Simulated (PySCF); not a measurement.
## Curvature of the energy in the electron number along group 13

Calculated with PySCF 2.14, in def2-TZVPPD, non-relativistic, def2-TZVPPD with the def2 core potential (28 electrons), ECP, def2-TZVPPD with the def2 core potential (60 electrons), ECP: one orbital is emptied in steps, and each cell gives the departure of E from the straight line at half an electron, in eV (from a cubic fit). The exact functional gives zero.

```json
{"species": "B", "orbital": "2p alpha", "LDA": "-1.18", "PBE": "-1.16", "r2SCAN": "-1.05", "PBE0": "-0.83", "BHandHLYP": "-0.52", "LC-wPBE": "-0.14", "wB97X": "-0.20", "UHF": "0.14"}
{"species": "Al", "orbital": "3p alpha", "LDA": "-0.78", "PBE": "-0.76", "r2SCAN": "-0.70", "PBE0": "-0.55", "BHandHLYP": "-0.36", "LC-wPBE": "0.01", "wB97X": "-0.04", "UHF": "0.08"}
{"species": "In", "orbital": "5p alpha", "LDA": "-0.73", "PBE": "-0.71", "r2SCAN": "-0.66", "PBE0": "-0.51", "BHandHLYP": "-0.35", "LC-wPBE": "0.02", "wB97X": "-0.06", "UHF": "0.06"}
{"species": "Tl", "orbital": "6p alpha", "LDA": "-0.73", "PBE": "-0.70", "r2SCAN": "-0.64", "PBE0": "-0.51", "BHandHLYP": "-0.35", "LC-wPBE": "0.02", "wB97X": "-0.06", "UHF": "0.05"}
```

Task: How does the mean departure depend on the functional?

Result: LDA -0.85 eV; PBE -0.83 eV; r2SCAN -0.76 eV; PBE0 -0.60 eV; BHandHLYP -0.40 eV; LC-wPBE -0.02 eV; wB97X -0.09 eV; UHF 0.08 eV. Semilocal functionals are convex (delocalisation error), Hartree-Fock is concave or straight, and exact exchange removes curvature roughly in proportion to its share, so among the functionals the range-separated hybrids usually come closest to zero.

No spin-orbit coupling is included.
